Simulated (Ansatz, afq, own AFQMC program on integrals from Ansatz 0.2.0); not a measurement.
## BH2, doublet in cc-pVQZ, levels against CCSDT(Q)

```yaml
atoms:
  - { symbol: B, position_ang: [0.0000, -0.0800, 0.0000] }
  - { symbol: H, position_ang: [0.0000, 0.4291, -1.0770] }
  - { symbol: H, position_ang: [0.0000, 0.4291, 1.0770] }
```

Basis cc-pVQZ. Noble-gas cores (and the filled d shells of Ga–Kr and In–Xe) are frozen. Integrals, coupled cluster, full CI and functionals: Ansatz 0.2.0; the random walks run on the same integrals in our own AFQMC program. The CISD trial takes its coefficients from CCSD amplitudes. Released means that phaseless walkers are propagated on without the constraint, phases kept. Error bars are statistical, one sigma.

Determinant: UHF, the one that the program's search chose, which needn't be the lowest solution. The geometry is a PBE0/def2-TZVP stationary point of this or a neighbouring charge and spin state.

No full CI on the walks' own integrals is used here; CCSDT(Q) serves as the reference and is uncertain by about the last step of the cluster series.

The T1 diagnostic is 0.0106, the weight of the determinant in the CISD state is 0.950 and the ⟨S²⟩ of the determinant is 0.754. The size of the correlated space is 5 electrons in 114 orbitals.

Reference: CCSDT(Q), correlation energy -2.925 eV. The released energy is read at 2.40 1/Eh (meV from the phaseless value at times in 1/Eh: -3.6 ± 1.9 at 0.24, -0.9 ± 1.8 at 0.51, -6.9 ± 1.7 at 0.99, -2.6 ± 2.2 at 1.62, -4 ± 3 at 2.40).

```csv
level,E − E(reference) (meV),share of correlation (%)
HF,2925.0,0.00
MP2,535.7,81.69
CCSD,71.5,97.56
CCSD(T),12.5,99.57
CCSDT,0.8,99.97
ph-AFQMC/HF,24.2 ± 18.0,99.17
ph-AFQMC/CISD,5.5 ± 1.9,99.81
released AFQMC,1.0 ± 2.7,99.97
```

A walk keeps the symmetry of its determinant, which the program's search chose and which needn't be the lowest solution, so a lower state of the same spin and another symmetry isn't excluded. Released energies are given only where the last usable release times agree within the noise; a slower fall can still hide under it.
